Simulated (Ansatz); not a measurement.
**AlH₄ (doublet): from Hartree-Fock to the top rungs at distance H2–H3 = 0.846 Å, 6-31G**

Aim: climb from Hartree-Fock through coupled cluster and multireference methods for AlH₄ (doublet) at one geometry and basis, and see what each rung misses.

Method: 6-31G, core rule «outside noble gas», up to 5 orbitals frozen; program: Ansatz 0.2.0, Gaussian basis.

To be run: UHF; CCSD(T) on ROHF; CCSD(T) on UHF; BCCD(T) on ROHF; CISD; CCSDT(Q) on ROHF; CCSDT(Q) on UHF; CISDTQ; CCSDTQ on ROHF; CCSDTQ on UHF; CASSCF and MRCISD+Q, 3 electrons in 3 orbitals; CASSCF and NEVPT2, 3 electrons in 3 orbitals; Full CI.

27 further runs of the same task are left out: 8 for a known fault of the program, 4 for a mislabelled method, 10 that didn't finish, 5 set aside as unsound or not needed.

### Step 1. The system

The geometry derives from a PBE0/def2-TZVP stationary point (not a proven minimum). One bond is set to the value named and the two fragments are kept rigid.

5 atoms, charge 0, spin multiplicity 2.

Atoms are counted from 1 here; the program's logs count them from 0.

Bond lengths: Al1–H4 1.595 Å, Al1–H5 1.595 Å, H2–H3 0.846 Å. Angles: H4–Al1–H5 120.0°.

### Step 2. UHF

Input file in.yaml:

```yaml
crystal:
  periodic: [false, false, false]
  atoms:
    - {symbol: Al, position_ang: [-0.057283, 0.000183, -0.132669]}
    - {symbol: H, position_ang: [0.451306, 0.001838, 1.985871]}
    - {symbol: H, position_ang: [-0.393989, -0.009982, 1.953437]}
    - {symbol: H, position_ang: [0.735885, 1.383346, -0.188698]}
    - {symbol: H, position_ang: [0.740196, -1.380093, -0.199191]}
basis:
  gaussian: {orbitals: 6-31G}
magnetization: {spin_polarized: true, initial_magnetization: 1}
hamiltonian: {xc: hf}
output: {orbitals: {seedname: orbitals}}
```

Run with:

```console
$ ansatz run in.yaml --threads 1 --pin off --events-out ev --progress --plain --max-ram 2393MiB
```

Further steps of the session: CCSD(T) on ROHF; CCSD(T) on UHF; BCCD(T) on ROHF; CISD; CCSDT(Q) on ROHF; CCSDT(Q) on UHF; CISDTQ; CCSDTQ on ROHF; CCSDTQ on UHF; CASSCF and MRCISD+Q, 3 electrons in 3 orbitals; CASSCF and NEVPT2, 3 electrons in 3 orbitals; Full CI.

Before running them: what should the planned runs give, taken together? Wanted: FCI below the RHF energy; RMP2 from FCI; UMP2 from FCI; RCCSD from FCI; RCCSD(T) from FCI; UCCSD(T) from FCI; RCCSDT(Q) from FCI; UCCSDT(Q) from FCI; NEVPT2 pair from FCI.

The runs gave:

| quantity | value |
| --- | --- |
| FCI below the RHF energy | -2.0112 eV |
| RMP2 from FCI | +637.8 meV |
| UMP2 from FCI | +634.9 meV |
| RCCSD from FCI | +28.1 meV |
| RCCSD(T) from FCI | +9.7 meV |
| UCCSD(T) from FCI | +9.6 meV |
| RCCSDT(Q) from FCI | +0.1 meV |
| UCCSDT(Q) from FCI | 0.0 meV |
| NEVPT2 pair from FCI | +485.4 meV |
| levels within 1 kcal/mol (43 meV) | RCCSD, UCCSD, RCCSD(T), UCCSD(T), BCCD(T), RCCSDT, UCCSDT, CISDTQ, RCCSDT(Q), UCCSDT(Q), RCCSDTQ, UCCSDTQ |
| T1 diagnostic | 0.014 |
| effectively unpaired electrons | 1.03 |

**Reading.** RCCSD(T) misses by +9.7 meV, 0.5 % of the correlation energy. One determinant dominates. These misses are within one basis, not against nature; the frozen cores of restricted and unrestricted runs differ, which can shift their rows.
